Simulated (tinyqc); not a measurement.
Stretching all distances: RHF, UHF, MP2, CISD and CCSD against full CI in the sto-6g basis, for LiH, spin multiplicity 1. Computed by the program tinyqc with PySCF. 

Geometry (angstrom):

| atom | x | y | z |
|---|---|---|---|
| Li | 0.0000 | 0.0000 | 0.0000 |
| H | 0.0000 | 0.0000 | 1.4410 |

All coordinates are multiplied by the scale. c0^2 is the weight of the RHF determinant in the lowest singlet FCI state (UHF is spin-contaminated and may lie near states of higher spin) and n(LUMO) the first natural occupation beyond the occupied space.

Full CI energy (hartree) and errors against it (kcal/mol):

| scale | distance 1-2 (angstrom) | E(FCI) | RHF | UHF | MP2 | CISD | CCSD | <S^2> UHF | c0^2 | n(LUMO) |
|---|---|---|---|---|---|---|---|---|---|---|
| 0.9000 | 1.2969 | -7.959287 | 10.7903 | 10.7903 | 3.6671 | 0.0060 | 0.0045 | 0.0000 | 0.9815 | 0.0294 |
| 1.0900 | 1.5707 | -7.972649 | 12.5403 | 12.5403 | 4.5794 | 0.0079 | 0.0061 | 0.0000 | 0.9756 | 0.0404 |
| 1.2900 | 1.8589 | -7.960523 | 16.2783 | 16.2783 | 6.5303 | 0.0110 | 0.0085 | 0.0000 | 0.9612 | 0.0658 |
| 1.4800 | 2.1327 | -7.940164 | 21.8537 | 20.8465 | 9.5380 | 0.0159 | 0.0127 | 0.2826 | 0.9344 | 0.1110 |
| 1.6800 | 2.4209 | -7.918073 | 30.2447 | 17.5948 | 14.1814 | 0.0248 | 0.0206 | 0.7011 | 0.8839 | 0.1928 |
| 1.8700 | 2.6947 | -7.900758 | 40.8270 | 11.9550 | 20.0031 | 0.0375 | 0.0326 | 0.8523 | 0.8112 | 0.3097 |
| 2.0700 | 2.9829 | -7.888095 | 54.2057 | 7.0609 | 26.8381 | 0.0532 | 0.0477 | 0.9255 | 0.7236 | 0.4579 |
| 2.2600 | 3.2567 | -7.880740 | 67.7561 | 4.0706 | 32.5057 | 0.0666 | 0.0602 | 0.9603 | 0.6530 | 0.5915 |

UHF parts from RHF first at scale 1.48 of those listed, where <S^2> leaves zero. The weight c0^2 goes from 0.98 to 0.65 and n(LUMO) from 0.03 to 0.59: static correlation grows as the bonds break into open-shell fragments. The spread of the error along the curve, which distorts its shape, is CCSD 0.1, CISD 0.1, UHF 16.8, MP2 28.8, RHF 57.0 kcal/mol.
